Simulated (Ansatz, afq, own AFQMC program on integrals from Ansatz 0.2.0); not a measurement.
AFQMC on a folder of integrals that Ansatz 0.2.0 wrote.

```yaml
crystal:
  periodic: [false, false, false]
  atoms:
    - {symbol: In, position_ang: [0.000000, -0.028260, 0.000832]}
    - {symbol: H, position_ang: [0.000000, 3.508906, -0.102926]}
    - {symbol: H, position_ang: [0.000000, -0.217012, -2.501496]}
    - {symbol: H, position_ang: [0.000000, -0.072697, 2.509687]}
basis:
  gaussian: {orbitals: def2-SVP}
total_charge: 1
magnetization: {spin_polarized: false, initial_magnetization: 1}
correlation: {method: ccsd_t, electrons: outside_noble_gas, hamiltonian_folder: ham}
```

```sh
$ ansatz run in.yaml --threads 1 --pin off --events-out ev --progress --plain --max-ram 16896MiB --backend cuda --devices 0, --max-vram 18GiB
```

afq runs on the folder ham with

```
--method phaseless --trial cisd --walkers 4000 --populations 20 --least-time 60 --time-step 0.005 --steps-per-block 50 --equilibration-blocks 40 --max-blocks 4000 --target-error 0.00027 --factor-cut 1e-05 --start spin_pure --seed 7807 --release-times 0.24,0.51,0.99,1.62,2.4 --release-step 0.03 --release-every 3 --taylor-order 6
```

Times are imaginary, in 1/Eh. The walk had a cap of 122 s. With eight or more populations the least sampling time is a fifth of least-time, and the error comes from their spread. Filled inner d shells are frozen with the cores. Core potentials past Kr, no spin–orbit coupling.

Log:

```
orbitals 32  electrons 3 2  factors 214 of 492
reference energy -190.37763154 Eh
CCSD correlation -0.17886448 Eh in 22 cycles, weight of the determinant in the CISD state 0.6981
energy of the start -190.556503 Eh
 block  time / (1/Eh)  mean weight  energy / Eh
     1     0.250  1.0001  -190.555295
     2     0.500  0.9998  -190.554861
     3     0.750  1.0000  -190.554799
     4     1.000  1.0000  -190.554940
     5     1.250  0.9999  -190.555225
     7     1.750  0.9999  -190.555806
     9     2.250  1.0000  -190.556450
    11     2.750  1.0000  -190.556898
    15     3.750  1.0000  -190.558109
    19     4.750  1.0001  -190.558183
    23     5.750  1.0001  -190.558547
    27     6.750  0.9999  -190.558766
    29     7.250  1.0000  -190.559558
    31     7.750  1.0001  -190.558119
    35     8.750  1.0001  -190.558067
    39     9.750  1.0002  -190.557996
    43    10.750  0.9999  -190.559104
    47    11.750  1.0001  -190.558533
    51    12.750  1.0000  -190.559279
    55    13.750  1.0001  -190.559390
    59    14.750  1.0000  -190.558218
    63    15.750  1.0000  -190.558402
    67    16.750  1.0001  -190.558313
    71    17.750  1.0000  -190.558130
    75    18.750  1.0001  -190.558011
    79    19.750  1.0000  -190.558501
    81    20.250  0.9999  -190.557541
    83    20.750  1.0001  -190.558044
    87    21.750  1.0002  -190.557785
    89    22.250  1.0000  -190.557966
error from the spread of 20 populations
released: time / (1/Eh)  energy / Eh  error  mean overlap
  0.24  -190.558209  0.000419  0.9991
  0.51  -190.558597  0.000143  1.0003
  0.99  -190.558600  0.000122  1.0022
  1.62  -190.558786  0.000086  1.0001
  2.40  -190.559030  0.000080  0.9981
energy -190.558384 +/- 0.000164 Eh
(rows thinned)
```

The run passed its tests (sampling time, drift between the halves within three errors, error under three times the target), which doesn't prove that it has relaxed. The second half of the sampling lies above the first by 2.4 errors of their difference, so the energy may still be moving and its error bar be too small.

Against this walk (error 4.5 meV) on the same determinant: CCSD(T) 35.1 meV lower, CCSDT(Q) 32.0 meV lower, CCSDTQ 31.1 meV lower, full CI 31.0 meV lower. The error is statistical and leaves out the bias of the constraint. The released energies are still falling (meV from the phaseless value at times in 1/Eh: 5 ± 11 at 0.24, -6 ± 4 at 0.51, -6 ± 3 at 0.99, -10.9 ± 2.3 at 1.62, -17.6 ± 2.2 at 2.40), so they give no level; they do show a bias of the constraint, and the last of them that isn't too noisy lies 13 meV above full CI. Full CI is exact here, so the walk's 31 meV above it is the walk's own error: the bias of the constraint with this trial, or a walk that hasn't relaxed. The determinant is a poor start (see the cautions), so the low cluster orders aren't to be relied on, and full CI is the sure value.

Cautions: constraint bias not in the error; no spin-orbit coupling; inner d shell frozen; a spin-contaminated unrestricted determinant lies lower (UHF 3.72 eV lower, ⟨S²⟩ 1.77); the search met a lower determinant of the same kind, perhaps of another symmetry (1.59 eV lower); strong correlation (T1 0.050, weight of the determinant 0.70, largest double 0.56); the CCSD(T) amplitudes may be one of several solutions (largest double 0.56); the CCSDT(Q) amplitudes may be one of several solutions (largest double 0.58); the CCSDTQ amplitudes may be one of several solutions (largest double 0.58).

The walk took 35 s on 1 × NVIDIA H100 80GB HBM3 with 2 threads of AMD EPYC 7R13 Processor (Zen 3), with other jobs on the host (the card was shared). The log's last line is the phaseless energy.

CCSDT and higher add their correlation energy to the determinant of the CCSD(T) run, since their own runs factorise the integrals more tightly (a shift of under 2 meV).
